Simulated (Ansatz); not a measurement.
# C3H7NOS: a ladder of functionals and wavefunction methods

The task here is to estimate one member of a computed series from the others.

Method: functionals in def2-TZVPP, the program's frozen cores in correlated methods; program: Ansatz 0.2.0, Gaussian basis.

Plan: PBE-D4, r2SCAN-D4, PBE0-D4, B3LYP-D4, ωB97X-V, ωB97M-V, B2PLYP; CCSD(T)/def2-TZVPP; MP2/def2-QZVPP; extrapolation to the limit.

**The geometry**

The geometry comes from an earlier relaxation with PBE0-D4 in a triple-zeta def2 set; it is a stationary point, not always the lowest conformer.

SMILES `CC1(O)NCS1`, 13 atoms, charge 0, spin multiplicity 1.

Atoms are counted from 1 here; the program's logs count them from 0.

Bond lengths: C1–C2 1.508 Å, C1–H7 1.094 Å, C1–H8 1.090 Å, C1–H9 1.090 Å, C2–O3 1.376 Å, C2–N4 1.456 Å, C2–S6 1.872 Å, O3–H10 0.964 Å, N4–C5 1.457 Å, N4–H11 1.014 Å, C5–S6 1.819 Å, C5–H12 1.095 Å, C5–H13 1.091 Å. Angles: C2–C1–H7 109.2°, C2–C1–H8 110.6°, C2–C1–H9 110.3°, H7–C1–H8 109.6°, H7–C1–H9 108.3°, H8–C1–H9 108.8°, C1–C2–O3 107.5°, C1–C2–N4 116.2°, C1–C2–S6 113.3°, O3–C2–N4 113.5°, O3–C2–S6 115.8°, N4–C2–S6 90.0°, C2–O3–H10 106.7°, C2–N4–C5 99.8°, C2–N4–H11 114.3°, C5–N4–H11 115.5°, N4–C5–S6 92.1°, N4–C5–H12 114.7° and more.

The first run:

The input, in.yaml:

```yaml
crystal:
  periodic: [false, false, false]
  atoms:
    - {symbol: C, position_ang: [-0.651278, -0.847218, 1.160992]}
    - {symbol: C, position_ang: [0.400027, -0.024511, 0.458920]}
    - {symbol: O, position_ang: [1.601525, -0.267632, 1.082869]}
    - {symbol: N, position_ang: [0.461378, -0.159632, -0.989939]}
    - {symbol: C, position_ang: [-0.264926, 1.041393, -1.381456]}
    - {symbol: S, position_ang: [-0.071847, 1.777563, 0.270355]}
    - {symbol: H, position_ang: [-0.393056, -1.907312, 1.077546]}
    - {symbol: H, position_ang: [-1.632445, -0.673148, 0.719453]}
    - {symbol: H, position_ang: [-0.691139, -0.586376, 2.218998]}
    - {symbol: H, position_ang: [2.282432, 0.156564, 0.547865]}
    - {symbol: H, position_ang: [0.084180, -1.032207, -1.343380]}
    - {symbol: H, position_ang: [-1.319594, 0.878750, -1.626992]}
    - {symbol: H, position_ang: [0.215045, 1.609066, -2.180433]}
basis:
  gaussian: {orbitals: def2-TZVPP}
hamiltonian: {xc: pbe, dispersion: d4}
output: {forces: true, orbitals: {seedname: orbitals}}
```

Run with:

```
ansatz run in.yaml --threads 2 --pin off --events-out ev --progress --plain --max-ram 22528MiB --backend cuda --devices 0, --max-vram 18GiB
```

Among the steps run: PBE-D4 (GGA); r2SCAN-D4 (meta-GGA); PBE0-D4 (hybrid); B3LYP-D4 (hybrid); ωB97X-V (range-separated); ωB97M-V (range-separated); B2PLYP (double hybrid); CCSD(T) in def2-TZVPP; MP2 in def2-QZVPP.

One of the session's tables, all rows but one given; the rest of the session is left out.

```
            method  atomisation energy (eV)
            PBE-D4                   53.518
         r2SCAN-D4                   51.877
           PBE0-D4                   52.251
          B3LYP-D4                        ?
           ωB97X-V                   52.025
           ωB97M-V                   52.081
            B2PLYP                   51.094
     HF/def2-TZVPP                   35.534
    MP2/def2-TZVPP                   51.329
   CCSD/def2-TZVPP                   49.252
CCSD(T)/def2-TZVPP                   50.234
           MP2/CBS                   52.850
       CCSD(T)/CBS                   51.755
```

Q: Estimate the row for B3LYP-D4 from the others.

**Answer.** atomisation energy (eV): 51.705. In the column «atomisation energy (eV)» it lies between MP2/def2-TZVPP (51.329) and CCSD(T)/CBS (51.755).
